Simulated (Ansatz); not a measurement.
bcc Cs was calculated with LDA in Ansatz (plane waves, PAW).

Run with plane-wave cutoff 520 eV, 16×16×16 k mesh, Fermi–Dirac smearing 0.048 eV (set by the program), scalar-relativistic PAW data made under PBE.

Cell (relaxed at this level):

```
Cs
1.0
   -2.88079     2.88079     2.88079
    2.88079    -2.88079     2.88079
    2.88079     2.88079    -2.88079
Cs
1
Direct
  0.00000   0.00000   0.00000
```

Problem. What does this level give for the Young modulus, Voigt–Reuss–Hill bulk modulus and Voigt–Reuss–Hill shear modulus (Hill average)?

Solution. 
* **Young modulus**: 2.2 GPa
* **Voigt–Reuss–Hill bulk modulus**: 2.47 GPa
* **Voigt–Reuss–Hill shear modulus (Hill average)**: 0.79 GPa

Elastic constants are with the ions relaxed.

Spin–orbit coupling is not included.

Static lattice: no zero-point or thermal effects.

The result took very roughly 7 core-minutes.

Ansatz is a first-principles code.
